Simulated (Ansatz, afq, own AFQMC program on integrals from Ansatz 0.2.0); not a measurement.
## Pt, triplet → Pt⁺, quartet

A free Pt atom.

E(quartet, charge +1) − E(triplet, charge +0) at this geometry, on UHF and UHF determinants.

Basis def2-TZVPP with its core potentials. Only valence electrons are correlated. Ansatz 0.2.0 and our own AFQMC program on the same integrals; the CISD trial comes from CCSD amplitudes, and released means the phaseless constraint is let go. Uncertainties: one standard error, sampling alone. No spin–orbit coupling. The metal's outer-core s and p shells are frozen, which shifts wave-function levels against functionals. The errors of all members are added in quadrature.

No full CI on the walks' own integrals is used here; CCSDT(Q) serves as the reference and is uncertain by about the last step of the cluster series. Each member takes its own surest rung, up to full CI.

Errors are counted within def2-TZVPP, not against nature.

Cautions: no spin-orbit coupling; outer-core shells of the metal frozen; Pt (triplet): its ph-AFQMC/CISD value lies 18.5 ± 2.5 meV above CCSDT(Q); Pt⁺ (quartet): another spin lies lower; this isn't the first ionization.

Reference (CCSDT(Q)): 221.3 kcal/mol.

```tsv
level	vertical ionization energy (kcal/mol)	error against CCSDT(Q) (kcal/mol)
HF	181.6	-39.7
MP2	225.9	4.6
CCSD	218.7	-2.7
CCSD(T)	221.5	0.2
CCSDT	221.3	-0.1
ph-AFQMC/CISD	221.1 ± 0.07	-0.2 ± 0.07
released AFQMC	221.3 ± 0.1	0.0 ± 0.1
```

Correlation beyond CCSD(T) takes off 0.2 kcal/mol. The perturbative (T) step is worth +2.8 kcal/mol.

A walk keeps the symmetry of its determinant, which the program's search chose and which needn't be the lowest solution, so a lower state of the same spin and another symmetry isn't excluded. Released energies are given only where the last usable release times agree within the noise; a slower fall can still hide under it.
